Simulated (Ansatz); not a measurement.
Basis-set extrapolation for FHO, SMILES `OF` (PBE0-D4/def2-TZVP geometry, frozen core, Ansatz). Multiplicity 1, RHF reference.

```json
{"": "HF", "def2-TZVPP": "-174.816397", "def2-QZVPP": "-174.823870"}
{"": "MP2 correlation", "def2-TZVPP": "-0.501282", "def2-QZVPP": "-0.545818"}
{"": "CCSD(T) correlation", "def2-TZVPP": "-0.525322", "def2-QZVPP": "-0.568060"}
```

Energies in hartree. Use E(X) = E(∞) + A·exp(−7.88·√X) for Hartree–Fock and E(X) = E(∞) + B·X^(−2.97) for correlation, with X = 3 and 4.

**Question.** What is the CCSD(T) energy at the basis-set limit?

**Answer.** HF limit: -174.823870 + (-0.007473) × 0.13774 = -174.82490. Correlation limit: -0.568060 + (-0.042738) × 0.74074 = -0.59972. Total: -175.42462 hartree, 217.7 kJ/mol below CCSD(T)/def2-TZVPP.
